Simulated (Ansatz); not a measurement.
## Ansatz (development build ahead of 0.2.0) run

```yaml
crystal:
  periodic: [false, false, false]
  atoms:
    - { symbol: S, position_ang: [0.0, 0.0, -0.0736] }
    - { symbol: H, position_ang: [0.0, 0.0, 1.17763] }
basis:
  gaussian: { orbitals: def2-TZVP }
total_charge: -1
hamiltonian:
  xc: hf
correlation:
  method: mp2
  frozen_orbitals: { H: 0, S: 5 }
```

The input is written out in the form of the current development build from the run's settings.

The run gave:

```yaml
Converged: yes
Reference_energy: -398.12360 hartree
Correlation_energy: -0.18381 hartree
Total_energy: -398.30741 hartree
Spin_squared_of_the_determinant: 0.000
```

Caution: no diffuse functions for an anion.
